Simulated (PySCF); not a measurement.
HS, SMILES [SH], multiplicity 2. Geometry: B3LYP-D3(BJ)/def2-TZVPD.

**Question.** Give the equilibrium geometry at B3LYP-D3(BJ)/def2-TZVPD (PySCF confirms it by a frequency run) as bond lengths and angles, and its point group. (An estimate is asked for; the answer gives what the named calculation found.)

**Answer.** point group C∞v.
Atoms: S1 H2. Bonded distances (Å): S1–H2 1.347.
Charge 0, spin multiplicity 2.
